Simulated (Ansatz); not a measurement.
**Zinc-blende BP: TO phonon frequency at L by level of theory**

No measured value is used here.

```tsv
level (code)	value (cm⁻¹)	cell (Å³/atom)
LDA (Ansatz)	782	11.32
PBE (Ansatz)	?	11.76
r²SCAN (Ansatz)	774	11.67
```

Problem. Some entries are withheld; supply them.

Solution. 
- PBE (Ansatz, a quantum-chemistry and plane-wave program), value (cm⁻¹): 758

Each level is taken at its own relaxed cell. Cutoffs differ between the levels. Ansatz's density-functional and Hartree–Fock values are scalar-relativistic unless marked +SOC, with PAW data made under PBE.
